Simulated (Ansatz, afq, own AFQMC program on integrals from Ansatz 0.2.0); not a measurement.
GaBr⁻, doublet in aug-cc-pVDZ, levels against CCSDT(Q)

```csv
atom,x (Å),y (Å),z (Å)
Ga,0.0000,0.0000,0.0000
Br,0.0000,0.0000,2.4158
```

Basis aug-cc-pVDZ. Noble-gas cores (and the filled d shells of Ga–Kr and In–Xe) are frozen. Integrals, coupled cluster, full CI and functionals: Ansatz 0.2.0; the random walks run on the same integrals in our own AFQMC program. ph-AFQMC/CISD is guided by a CISD state made of CCSD amplitudes; releasing the constraint for a short imaginary time cuts its bias at the price of noise, slowly where states lie close. Free projection: walkers drawn from exp(T), propagated without any constraint. Its projection time is finite, and what remains of the start isn't in its error. Uncertainties: one standard error, sampling alone. No spin–orbit coupling.

Determinant: ROHF, the one that the program's search chose, which needn't be the lowest solution. The geometry is a PBE0/def2-TZVPD stationary point of this or a neighbouring charge and spin state.

No full CI on the walks' own integrals is used here; CCSDT(Q) serves as the reference and is uncertain by about the last step of the cluster series.

Cautions: no relativity below Rb; no spin-orbit coupling; inner d shell frozen.

```
T1 diagnostic                               : 0.0176
weight of the determinant in the CISD state : 0.873
size of the correlated space                : 11 electrons in 44 orbitals
```

Reference: CCSDT(Q), correlation energy -5.527 eV. The released energy is read at 2.40 1/Eh (meV from the phaseless value at times in 1/Eh: -14 ± 11 at 0.24, -10 ± 9 at 0.51, -21 ± 9 at 0.99, -19 ± 11 at 1.62, -22 ± 16 at 2.40).

```json
{"level": "HF", "E − E(reference) (kJ/mol)": "533.3", "share of correlation (%)": "0.00"}
{"level": "MP2", "E − E(reference) (kJ/mol)": "75.6", "share of correlation (%)": "85.83"}
{"level": "CCSD", "E − E(reference) (kJ/mol)": "18.7", "share of correlation (%)": "96.49"}
{"level": "CCSD(T)", "E − E(reference) (kJ/mol)": "3.0", "share of correlation (%)": "99.44"}
{"level": "CCSDT", "E − E(reference) (kJ/mol)": "1.0", "share of correlation (%)": "99.80"}
{"level": "ph-AFQMC/HF", "E − E(reference) (kJ/mol)": "-0.2 ± 5.6", "share of correlation (%)": "100.04"}
{"level": "ph-AFQMC/CISD", "E − E(reference) (kJ/mol)": "2.7 ± 0.9", "share of correlation (%)": "99.49"}
{"level": "released AFQMC", "E − E(reference) (kJ/mol)": "0.6 ± 1.6", "share of correlation (%)": "99.89"}
{"level": "free AFQMC", "E − E(reference) (kJ/mol)": "0.1 ± 1.0", "share of correlation (%)": "99.99"}
```

Free projections are given only where their last times agree within the noise and don't stop above the reference; a slow remainder of the start can still hide under it. A walk keeps the symmetry of its determinant, which the program's search chose and which needn't be the lowest solution, so a lower state of the same spin and another symmetry isn't excluded. Released energies are given only where the last usable release times agree within the noise; a slower fall can still hide under it.
